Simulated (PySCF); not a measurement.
Compound: C2H3NO (triplet state).
Bonds: C1–C2, C2–N3, C2–O4 (double). Hydrogens: H5, H6, H7 on C1.

The species is `CC([N])=O` [triplet].

Computed, not measured: PySCF 2.14.0, UKS B3LYP, pcH-1 on C H N O, non-relativistic, mean-field spin-orbit, GIAO. Spin–spin part from the singly occupied natural orbitals, spin–orbit part to second order with van Wüllen's prefactor. Geometry: GFN2-xTB; no solvent, vibrations or thermal averaging. Couplings are sensitive to structure, and on GFN2-xTB geometries they can be far from those on DFT ones.

**Question.** What zero-field splitting does the calculation give?

**Answer.** D = +0.896 cm⁻¹ and E = +0.002 cm⁻¹, with E given the sign of D (E/D = 0.00; 0 is axial, 1/3 the rhombic limit). Diagonalised alone, the spin–spin tensor gives D = +0.913, E = +0.025 and the spin–orbit tensor D = -0.108, E = -0.007 cm⁻¹; in size the spin–spin D is 8.5 times the other. The two D values don't add up to the total, since each belongs to the principal axes of its own tensor. The largest Mulliken spin populations are on N3 (+1.62), O4 (+0.51), C2 (-0.22) and C1 (+0.08). The positive populations add up to 2.22 and the negative ones to -0.22, together 2S = 2.

**Question.** What is D as a frequency, a field and a temperature?

**Answer.** D = +26.88 GHz = +957.1 mT (with g_iso = 2.0063) = +1.290 K = +111.1 μeV.

**Question.** What are the three sublevel energies at zero field and the gaps between them?

**Answer.** With H = D(Sz² − 2/3) + E(Sx² − Sy²): Tz at -0.598 cm⁻¹, Tx at +0.297 cm⁻¹, Ty at +0.301 cm⁻¹. The gaps are |D| − |E| = 26.81 GHz, |D| + |E| = 26.94 GHz and 2|E| = 0.12 GHz.

**Question.** How are these sublevels filled in thermal equilibrium at 4.2 K and zero field?

**Answer.** kT = 2.92 cm⁻¹, so the Boltzmann shares are Tz 40.5 %, Tx 29.8 %, Ty 29.7 %.

**Question.** Where do the strong lines fall at 34.1 GHz with the field along each axis of D (isotropic g = 2.0063, hyperfine left aside, microwave field at right angles)?

**Answer.** From exact diagonalisation up to 4900 mT, keeping lines above a fifth of the strength of a high-field Δm = ±1 line:

| field along | resonance fields (mT) |
| --- | --- |
| x | 562, 1620 |
| y | 556, 1628 |
| z | 257, 2171 |

Without D the line would be at 1214 mT. The microwave quantum is 1.137 cm⁻¹, against |D| + |E| = 0.898 cm⁻¹; each axis gives a pair, one line on either side of the centre.

Natural occupations around the open shell: 1.987, 1.000, 1.000, 0.013. The unrestricted determinant has ⟨S²⟩ = 2.0295 (exact 2.0000), so spin contamination is small.

Principal g values: 2.0031, 2.0041, 2.0118.

The run took 15 s of wall time on one thread, x86-64 server, shared host.
